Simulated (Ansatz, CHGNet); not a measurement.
# How well does each level of theory give the lattice constant a of rock-salt HfC?

Reference value: 4.638 Å (measured, temperature not stated, no zero-point or thermal correction; as tabulated in Zhang et al. (2018), doi:10.1088/1367-2630/aac7f0).

### Question
What do CHGNet-r²SCAN, LDA, PBE, r²SCAN+SOC, HSE06 give, and how far is each from the reference?

### Answer

```
level (code)         value (Å)  difference (%)
-------------------  ---------  --------------
CHGNet-r²SCAN            4.634           -0.09
LDA (Ansatz)             4.573           -1.40
PBE (Ansatz)             4.651           +0.28
r²SCAN+SOC (Ansatz)      4.637           -0.02
HSE06 (Ansatz)           4.642           +0.09
```

The reference's temperature isn't stated, so close values are not ranked against it.

The reference isn't brought to a static lattice, while the calculations are for one, so the differences are not the levels' errors alone. A static lattice is as a rule a little smaller than the measured one.  Density-functional levels without +SOC have no spin–orbit coupling. Cutoffs and k meshes differ between the levels. Ansatz's density-functional and Hartree–Fock values are scalar-relativistic unless marked +SOC, with PAW data made under PBE.

Machine-learned potentials (CHGNet-r²SCAN) are trained on DFT data: a solid inside that data is no test of them.

Differences are worked out from the printed values.

Ansatz is a program for electronic structure.
